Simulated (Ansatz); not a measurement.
Species: C₂H₄O₂, SMILES `COC=O` (C–O–C–O torsion 0°) (charge 0, multiplicity 1).

### Question
Give a relaxed geometry from Ansatz (a program for electronic structure) with PBE0-D3(BJ)/def2-TZVP.

### Answer
This is not unique; one that fits is the end point of this relaxation, one of several conformers (outside a Z-matrix the atoms follow the SMILES, hydrogens last).
Cartesian coordinates (Å) in one orientation:
```xyz
8

C     -1.006    -0.184     0.090
O      0.301    -0.741    -0.053
C      1.290     0.146    -0.118
O      1.169     1.335    -0.067
H     -1.073     0.401     1.008
H     -1.687    -1.031     0.127
H     -1.241     0.460    -0.758
H      2.247    -0.385    -0.227
```
